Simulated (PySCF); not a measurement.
OS, SMILES O=S (connectivity only; charge and spin as stated), neutral, multiplicity 3. Atoms are numbered in the order given.

```xyz
2

O      0.0000     0.0000    -0.9927
S      0.0000     0.0000     0.4964
```
Charge 0, spin multiplicity 3.

Geometry: B3LYP-D3(BJ)/def2-TZVPD.

Level of theory: PBE0/pcH-1 (PySCF).

Unrestricted Kohn–Sham, ⟨S²⟩ = 2.007. Hyperfine tensors hold the contact and dipolar terms, without spin-orbit corrections.

Computed hyperfine couplings:
| nucleus | A(iso) (MHz) | A(iso) (G) | dipolar principal values (MHz) |
|---|---|---|---|
| 17O no. 1 | -30.4 | -10.8 | -35.4, -35.4, 70.7 |
| 33S no. 2 | 1.6 | 0.6 | -62.4, 31.2, 31.2 |
